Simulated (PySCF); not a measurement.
C₂Cl₄, SMILES ClC(Cl)=C(Cl)Cl, point group D2h.

Force field and properties: PBE0/pcSseg-1 (PySCF, grid level 2). Vibrational terms come from second-order perturbation theory with semi-diagonal cubic constants, by steps of ±0.6 along the normal coordinates of each isotopologue. The parent has the commonest isotopes.

Equilibrium geometry (Å):

```
atom        x        y        z
 Cl1  -1.6316   1.3654  -0.3201
  C2  -0.6668  -0.0277  -0.0511
 Cl3  -1.5312  -1.5002   0.1178
  C4   0.6710   0.0303   0.0223
 Cl5   1.5354   1.5028  -0.1466
 Cl6   1.6358  -1.3628   0.2913
```

Give the equilibrium and ground-state rotational constants (MHz) of parent; ¹³C at 2; ³⁷Cl at 1; ¹³C at 2, ¹³C at 4; ³⁷Cl at 1, ³⁷Cl at 3, ³⁷Cl at 5, ³⁷Cl at 6.


```tsv
species	Ae	Be	Ce	A0	B0	C0	Δ0 (u Å²)	harmonic ZPE (cm⁻¹)
parent	1717.7	1391.3	768.7	1712	1385.3	765.47	0.226	3467
¹³C at 2	1717.7	1389.6	768.18	1712.1	1383.7	764.99	0.225	3421
³⁷Cl at 1	1695.5	1371.4	758.18	1689.9	1365.6	755	0.227	3460
¹³C at 2, ¹³C at 4	1717.7	1387.9	767.65	1712.2	1382.1	764.5	0.224	3373
³⁷Cl at 1, ³⁷Cl at 3, ³⁷Cl at 5, ³⁷Cl at 6	1624.9	1318.3	727.82	1619.6	1312.7	724.79	0.233	3438
```

Δ0 = Ic − Ia − Ib from the ground-state constants.

How is the parent's vibrational correction B0 − Be made up?


```csv
axis,harmonic,Coriolis,cubic,total (MHz)
a,1.12,-0.547,-6.29,-5.72
b,0.996,-0.202,-6.77,-5.98
c,0.14,-0.044,-3.33,-3.23
```

And its quartic centrifugal distortion constants from the harmonic force field?

Asymmetric top, A reduction, IIIr representation: ΔJ = 0.164 kHz, ΔJK = -0.402 kHz, ΔK = 0.25 kHz, δJ = -0.00084 kHz, δK = -0.294 kHz.

Which nuclear quadrupole couplings χaa, χbb, χcc (MHz) does the parent show, at equilibrium and averaged?

35Cl at 1: 7.4, -44.7, 37.4 and 7.3, -44.4, 37.2; 35Cl at 3: 7.4, -44.8, 37.4 and 7.3, -44.4, 37.2; 35Cl at 5: 7.4, -44.8, 37.4 and 7.3, -44.4, 37.2; 35Cl at 6: 7.4, -44.7, 37.4 and 7.3, -44.4, 37.2.

A mode lies under 250 cm⁻¹, where this perturbation treatment is rough.
